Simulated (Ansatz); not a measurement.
# CH5FSi: the cost of one run

The runs use Ansatz 0.2.0, Gaussian basis; PBE0-D4/def2-SVP.

16 further runs of the same task are left out: 16 set aside as unsound or not needed.

## Step 1: Starting geometry

The first end: 8 atoms, charge 0, spin multiplicity 1.

Atoms are counted from 1 here; the program's logs count them from 0.

Bond lengths: Si1–F2 1.604 Å, Si1–C3 1.853 Å, Si1–H5 1.485 Å, Si1–H6 1.485 Å, C3–H4 1.092 Å, C3–H7 1.094 Å, C3–H8 1.092 Å. Angles: F2–Si1–C3 109.4°, F2–Si1–H5 107.3°, F2–Si1–H6 107.3°, C3–Si1–H5 111.5°, C3–Si1–H6 111.5°, H5–Si1–H6 109.7°, Si1–C3–H4 111.1°, Si1–C3–H7 110.0°, Si1–C3–H8 111.1°, H4–C3–H7 108.1°, H4–C3–H8 108.4°, H7–C3–H8 108.1°.

As a file:

```mol
CH5FSi
  3D, bonds by distance, orders not assigned

  8  7  0  0  0  0  0  0  0  0999 V2000
   -0.7469   -0.4407   -0.0593 Si  0  0
   -0.3919   -1.9912   -0.2675 F   0  0
    0.8215    0.5379    0.0723 C   0  0
    1.4226    0.4410   -0.8345 H   0  0
   -1.5584   -0.0135   -1.2271 H   0  0
   -1.5586   -0.3366    1.1797 H   0  0
    0.5896    1.5973    0.2143 H   0  0
    1.4222    0.2057    0.9220 H   0  0
  1  2  8  0
  1  3  8  0
  1  5  8  0
  1  6  8  0
  3  4  8  0
  3  7  8  0
  3  8  8  0
M  END
```

The second end:

```xyz
8
charge 0, multiplicity 1
Si   -1.10439    0.23138    0.33424
F     1.23373   -1.80584   -1.10604
C     0.51704    0.74608    0.24859
H     0.94321   -1.02008   -0.67636
H    -2.07283    0.48905   -0.74989
H    -1.62013   -0.56897    1.46253
H     0.88512    1.35336   -0.57110
H     1.21836    0.57491    1.05793
```

## Step 2: The band at PBE0-D4/def2-SVP

Contents of neb/in.yaml:

```yaml
crystal:
  periodic: [false, false, false]
  atoms:
    - {symbol: Si, position_ang: [-0.746910, -0.440702, -0.059300]}
    - {symbol: F, position_ang: [-0.391900, -1.991230, -0.267459]}
    - {symbol: C, position_ang: [0.821497, 0.537858, 0.072340]}
    - {symbol: H, position_ang: [1.422648, 0.441027, -0.834507]}
    - {symbol: H, position_ang: [-1.558397, -0.013459, -1.227105]}
    - {symbol: H, position_ang: [-1.558614, -0.336577, 1.179671]}
    - {symbol: H, position_ang: [0.589603, 1.597332, 0.214270]}
    - {symbol: H, position_ang: [1.422175, 0.205652, 0.921989]}
basis:
  gaussian: {orbitals: def2-SVP}
hamiltonian: {xc: pbe0, dispersion: d4}
neb:
  images: 5
  climbing: true
  max_iterations: 40
  initial_path: idpp
  final_atoms:
    - {symbol: Si, position_ang: [-1.104386, 0.231384, 0.334243]}
    - {symbol: F, position_ang: [1.233726, -1.805837, -1.106042]}
    - {symbol: C, position_ang: [0.517042, 0.746082, 0.248590]}
    - {symbol: H, position_ang: [0.943208, -1.020079, -0.676357]}
    - {symbol: H, position_ang: [-2.072834, 0.489047, -0.749891]}
    - {symbol: H, position_ang: [-1.620131, -0.568967, 1.462532]}
    - {symbol: H, position_ang: [0.885116, 1.353364, -0.571104]}
    - {symbol: H, position_ang: [1.218360, 0.574907, 1.057929]}
```

Launch:

```
$ ansatz run in.yaml --threads 2 --pin off --events-out ev --progress --plain --max-ram 4352MiB
```

**Question.** How long does this run take on 2 threads of Intel Xeon 6975P-C, shared host?

About 60 s.
